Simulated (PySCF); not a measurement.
Molecule: SMILES CCS(=O)(=O)Cl, C2H5ClO2S.

Geometry:
| atom | x (Å) | y (Å) | z (Å) |
| --- | --- | --- | --- |
| C1 | -1.748 | 4.911 | 1.210 |
| C2 | -0.659 | 4.466 | 2.156 |
| S3 | 0.987 | 4.639 | 1.471 |
| O4 | 1.002 | 4.148 | 0.110 |
| O5 | 1.958 | 4.207 | 2.450 |
| Cl6 | 1.111 | 6.739 | 1.368 |
| H7 | -2.729 | 4.721 | 1.669 |
| H8 | -1.690 | 4.358 | 0.263 |
| H9 | -1.668 | 5.986 | 0.996 |
| H10 | -0.696 | 3.387 | 2.382 |
| H11 | -0.629 | 5.017 | 3.107 |

Geometry PBE0-D3(BJ)/def2-SVP throughout; GIAO in PySCF 2.14, gas phase, one conformer, non-relativistic; equivalent atoms averaged; functional PBE0.

For orientation, IGLO-III gives these shifts δ (against TMS, CS2, H2O, HCl at the same level): C2 67.2, C1 10.7, S3 399.1, O4/O5 323.4, Cl6 633.7, H10/H11 3.39, H7/H8/H9 1.60 ppm.

A run gave: C2 64.2, C1 10.1, S3 367.5, O4/O5 313.6, Cl6 574.9, H10/H11 3.31, H7/H8/H9 1.57 ppm (shifts δ (against TMS, CS2, H2O, HCl at the same level)).

Which basis set was used in that run?
A. cc-pVDZ
B. aug-cc-pVDZ
C. cc-pVTZ
D. pcSseg-0

## Answers

C. S3 tells them apart best: cc-pVTZ gives 367.5, cc-pVDZ gives 348.6, pcSseg-0 gives 406.7, aug-cc-pVDZ gives 348.3 ppm.
